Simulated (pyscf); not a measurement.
**Four-centre exchange: H₂B–NH₂ (SMILES BN) + CH₄ (SMILES C) -> H₂B–CH₃ (SMILES BC) + NH₃ (SMILES N)**

Gas phase, singlet surface, charge 0. Bonds broken: B1–N2, C7–H8. Bonds formed: B1–C7, N2–H8. Optimised with ωB97X-D3(BJ)/def2-SVP in PySCF. Correlated levels are frozen-core, on RHF or UHF. ΔMP2 is the change of the MP2 total energy from the triple- to the quadruple-zeta basis.

Transition state (Å):

```xyz
11

B     -0.4219    -0.1948    -0.2954
N     -1.4434     0.8117     0.3779
H     -0.2795    -1.2231     0.3338
H     -0.5469    -0.2672    -1.5006
H     -1.8851     0.5096     1.2397
H     -2.1010     1.2787    -0.2374
C      1.1498     0.7236    -0.0458
H     -0.1187     1.0558     0.3118
H      1.3487     1.6425    -0.6212
H      1.6812    -0.0951    -0.5504
H      1.5798     0.8152     0.9650
```

One imaginary mode, 1472i cm⁻¹; descent along it reached the two sides named, in the forms told below.

```
bond   change  reactant side (Å)  saddle  product side
-----  ------  -----------------  ------  ------------
B1–N2  breaks              1.394   1.584         1.696
C7–H8  breaks              1.099   1.359         2.596
B1–C7   forms                3.9   1.837         1.618
N2–H8   forms                2.8   1.349         1.022
```

Electronic energies relative to the separated reactants (eV):

```json
[
 {"level": "ωB97X-D3(BJ)/def2-TZVP", "barrier": "2.26", "reaction energy": "+1.53", "reverse barrier": "0.72"},
 {"level": "PBE/def2-TZVP", "barrier": "2.00", "reaction energy": "+1.59", "reverse barrier": "0.41"},
 {"level": "r²SCAN/def2-TZVP", "barrier": "2.11", "reaction energy": "+1.58", "reverse barrier": "0.53"},
 {"level": "B3LYP-D3(BJ)/def2-TZVP", "barrier": "2.35", "reaction energy": "+1.60", "reverse barrier": "0.74"},
 {"level": "PBE0-D3(BJ)/def2-TZVP", "barrier": "2.04", "reaction energy": "+1.56", "reverse barrier": "0.48"},
 {"level": "M06-2X/def2-TZVP", "barrier": "2.24", "reaction energy": "+1.60", "reverse barrier": "0.64"},
 {"level": "ωB97M-D3(BJ)/def2-TZVP", "barrier": "2.26", "reaction energy": "+1.56", "reverse barrier": "0.69"},
 {"level": "HF/def2-TZVP", "barrier": "3.18", "reaction energy": "+1.52", "reverse barrier": "1.66"},
 {"level": "MP2/def2-QZVPP", "barrier": "2.21", "reaction energy": "+1.54", "reverse barrier": "0.67"},
 {"level": "CCSD/def2-TZVPP", "barrier": "2.45", "reaction energy": "+1.52", "reverse barrier": "0.92"},
 {"level": "CCSD(T)/def2-TZVPP", "barrier": "2.33", "reaction energy": "+1.54", "reverse barrier": "0.79"},
 {"level": "CCSD(T)/def2-TZVPP + ΔMP2(QZVPP)", "barrier": "2.32", "reaction energy": "+1.52", "reverse barrier": "0.79"}
]
```

With CCSD(T)/def2-TZVPP + ΔMP2(QZVPP) energies and thermal terms (ideal gas, 1 atm, RRHO with modes under 100 cm⁻¹ raised to 100, one conformer, R ln 2 for chiral ones without a mode under 150 cm⁻¹), in eV:

| T (K) | ΔH‡ | ΔG‡ | ΔH | ΔG |
|---|---|---|---|---|
| 298 | 2.25 | 2.66 | +1.47 | +1.39 |
| 600 | 2.27 | 3.08 | +1.49 | +1.30 |
| 900 | 2.30 | 3.48 | +1.50 | +1.21 |
| 1200 | 2.34 | 3.86 | +1.51 | +1.11 |

On the product side the descent ends in an adduct with a B–N contact, 1.07 eV under the separated species and 1.80 eV under the saddle at ωB97X-D3(BJ)/def2-TZVP. What is counted as broken (B–N) persists as a longer contact in the product adduct; parting that adduct is a step of its own. This is the saddle that the search found; another between the same sides may lie lower. The CCSD(T) − MP2 part came from Ansatz, without density fitting, on the same reference.
